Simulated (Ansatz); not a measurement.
Results of r²SCAN (PAW; Ansatz, a quantum-chemistry and plane-wave program) for 2H MoTe2.

Rigid layers of the crystal as relaxed at this level are moved apart or together:

| run | k mesh | layer repeat (Å) | energy against free layers (meV/Å²) | gap on the mesh (eV) |
|---|---|---|---|---|
| 1 | 12×12×4 | 6.68 | 3.27 | 0.571 |
| 2 | 12×12×4 | 6.83 | -1.05 | 0.708 |
| 3 | 12×12×4 | 6.98 | -3.61 | 0.831 |
| 4 | 12×12×4 | 7.18 | -5.22 | 0.975 |
| 5 | 12×12×4 | 7.48 | -5.50 | 1.070 |
| 6 | 12×12×2 | 7.98 | -3.95 | 1.093 |
| 7 | 12×12×2 | 8.98 | -1.19 | 1.111 |
| 8 | 12×12×2 | 10.98 | -0.05 | 1.117 |

The lowest energy of these points lies at a layer repeat of 7.48 Å.

Spin–orbit coupling is not included.

Note: the cell comes from a level without a dispersion term, which matters for the spacing of layers, chains or molecules.
